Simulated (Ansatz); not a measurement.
System: 2H WS2. Method: HSE06-D3(BJ) (PAW; Ansatz, a program for electronic structure).

Task: What does this level give for the interlayer binding energy, layer repeat distance and gap between the layers?

Result: 
- interlayer binding energy: 52.6 meV/Å²
- layer repeat distance: 5.963 Å
- gap between the layers: 2.841 Å

Spin–orbit coupling is not included.

Cost on a shared machine: very roughly 24 core-minutes.
